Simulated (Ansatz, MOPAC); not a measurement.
Barrier height from H + ClH to the transition structure ClH2, without zero-point energy, on the benchmark's geometries as Psi4's copy of the set gives them.
Transition structure (charge 0, multiplicity 2):
| atom | x (Å) | y (Å) | z (Å) |
|---|---|---|---|
| H | 0.0000 | 0.0000 | 1.4858 |
| Cl | 0.0000 | 0.0000 | 0.0000 |
| H | 0.0000 | 0.0000 | -1.4858 |

Open shells are unrestricted; no spin–orbit coupling.

Cores are frozen in the correlated methods. CBS: X⁻³ extrapolation of the correlation energy, Hartree–Fock from the larger set. The state that AM1, PM3, PM6, PM7 reach isn't checked; PM7 holds dispersion and hydrogen-bond terms.

Codes used: Ansatz (a quantum-chemistry and plane-wave program); MOPAC for AM1, PM3, PM6, PM7 (differences of heats of formation). Values without a source in brackets are computed.

Other levels give for the barrier height: PBE/def2-TZVPPD 9.56; B3LYP/def2-TZVPPD 12.40; wB97M-V/def2-TZVPPD 18.08; CCSD(T)/CBS(aug-cc-pV(T+d)Z, aug-cc-pV(Q+d)Z) 17.72 kcal/mol.

What do these common cheap choices give for the same quantity: AM1, PM3, PM6, PM7?

AM1 1.06; PM3 -7.22; PM6 4.94; PM7 11.83 kcal/mol. They span -7.22 to 11.83 kcal/mol.

The set's own value is 18.0 kcal/mol (Zhao et al., NHTBH38), an estimate for the real system.
